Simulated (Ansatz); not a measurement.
Relaxing Pb

Level of theory: DFT PBEsol, scalar-relativistic, plane waves, PAW in Ansatz. Cutoff 420 eV, Γ-centred k mesh, Gaussian smearing, no spin polarisation in the final step.

Pb was placed on the simple cubic structure type (Pm-3m, No. 221), at a guessed volume.

```xyz
1
Lattice="3.1917 0.0000 0.0000 0.0000 3.1917 0.0000 0.0000 0.0000 3.1917" Properties=species:S:1:pos:R:3 pbc="T T T"
Pb    0.0000    0.0000    0.0000
```

Cell and atoms relax at zero pressure; the relaxation can't lower the symmetry of the start.

Energies count from the standard state of Pb at the same level.

(1) What does it relax into?

(2) What are its volume, energy, density and gap?

Answers

(1) It keeps Pm-3m (No. 221). The result has the simple cubic structure. Conventional cell: a = 3.181 Å. Pb is coordinated by 6 Pb at 3.18 Å.

Space group Pm-3m (No. 221). a = 3.181 Å, b = 3.181 Å, c = 3.181 Å, α = 90.00°, β = 90.00°, γ = 90.00°
| atom | site | symmetry | x | y | z |
| --- | --- | --- | --- | --- | --- |
| Pb | 1a | m-3m | 0.0000 | 0.0000 | 0.0000 |

(2) The volume per atom is 32.20 Å³ and the density is 10.69 g/cm³. The energy over the standard structure is 0.19 eV/atom and the gap on the 18×18×18 mesh is 0 eV (a metal).

The final run used a 18×18×18 mesh on its 1-atom cell and 0.10 eV smearing. The k mesh leaves about 4 meV/atom of noise in metals. Spin–orbit coupling is left out. Symmetry constrained the relaxation, so the result can be a saddle point.

This simple cubic form isn't the element's structure at ambient conditions.